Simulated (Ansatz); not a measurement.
## Active spaces for C3H3NO, singlet

Program: Ansatz, Gaussian basis, development build. Basis cc-pVTZ, nonrelativistic, no frozen core. State-specific CASSCF; RHF is the lowest restricted (open-shell) Hartree–Fock solution met. No symmetry is imposed, so a solution can break that of the shape. No proof that the lowest CASSCF solution was found.

Geometry:

```csv
atom,x (Å),y (Å),z (Å)
O,0.0000,-0.0136,1.1483
C,0.0000,-1.0643,0.2850
N,0.0000,-0.7368,-0.9753
C,0.0000,0.6515,-0.9567
C,0.0000,1.0859,0.3322
H,0.0000,-2.0508,0.7244
H,0.0000,1.2323,-1.8673
H,0.0000,2.0470,0.8207
```

**Question.** What do CASSCF and its corrections give against RHF in CAS(6,5), and what are the occupations?

**Answer.** CASSCF -1.640 eV, SC-NEVPT2 -25.896 eV; occupations 2.00, 1.98, 1.94, 0.06, 0.02.

**Question.** Roughly how much CPU time does a whole run from the default start take (median of such runs, summed over threads; nearly all runs on one pinned thread of a shared server, mostly Xeon at 2.3 to 2.6 GHz, by a development driver)?

**Answer.** CAS(6,5): about 35 s. Other jobs ran beside these, and the count of passes differs.
